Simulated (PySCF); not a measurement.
1-chloro-1-fluoroethane, C2H4ClF.
Cartesian coordinates in Å at the PBE0-D3(BJ)/def2-SVP level; atoms count from 1:
```xyz
8
C2H4ClF angstrom
C     -0.797   -0.122   -0.012
C      0.697   -0.002    0.090
F      1.295   -0.858   -0.774
Cl     1.229    1.666   -0.286
H     -1.117    0.116   -1.036
H     -1.095   -1.154    0.229
H     -1.288    0.567    0.687
H      1.077   -0.213    1.102
```

Method used: TDDFT PBE0/def2-SVPD, vertical, gas phase, core orbitals frozen in the response in PySCF 2.14.0, density-fitted response routines.

Frontier orbitals with the atoms that hold most of them (Löwdin shares over 4%, at most four atoms; ? is withheld):

```tsv
orbital	ε (eV)	atoms
HOMO-3	-10.82	F3 45%, C1 17%, C2 15%, Cl4 14%
HOMO-2	-10.46	Cl4 29%, F3 25%, C2 15%, C1 13%
HOMO-1	-9.17	?
HOMO	-8.82	?
LUMO	0.39	Cl4 52%, C2 25%, H8 7%, C1 6%
LUMO+1	0.77	Cl4 25%, C1 22%, C2 17%, H6 13%
LUMO+2	1.47	Cl4 26%, H5 17%, H8 17%, C1 11%
```

**Question.** Give the leading atoms of the HOMO-1.

**Answer.** Cl4 (bonded to C) 84%; C2 (bonded to C, Cl, F and H) 6%; F3 (bonded to C) 5%.

**Question.** Which atoms hold the HOMO, and with what shares?

**Answer.** Cl4 (bonded to C) 74%; C2 (bonded to C, Cl, F and H) 11%; C1 (bonded to C and 3 H) 6%; H8 (bonded to C) 4%. By element: chlorine 74%, carbon 17%, hydrogen 4% or more.

**Question.** The HOMO–LUMO gap is 9.21 eV. Where does the response calculation put the lowest singlet, and from which orbitals?

**Answer.** S1 is at 7.48 eV (f = 0.0009), 1.73 eV below the gap, made of HOMO→LUMO (92%). Without the coupling terms of the response equations the lowest excitation would equal the gap.

**Question.** One configuration dominates each of S1, S2, S3 and S4. Which, and how do the shares of the two leading atoms of either orbital change from the occupied to the empty one?

**Answer.** 
- S1 (7.48 eV, f 0.0009), HOMO→LUMO (92%): Cl4 74% → 52%, C2 11% → 25%
- S2 (7.84 eV, f 0.0023), HOMO-1→LUMO (93%): Cl4 84% → 52%, C2 6% → 25%
- S3 (8.36 eV, f 0.040), HOMO→LUMO+1 (89%): Cl4 74% → 25%, C2 11% → 17%, C1 6% → 22%
- S4 (8.73 eV, f 0.036), HOMO-1→LUMO+1 (91%): Cl4 84% → 25%, C2 6% → 17%, C1 at most 4% → 22%

Löwdin shares depend on the basis, the more so with diffuse functions.
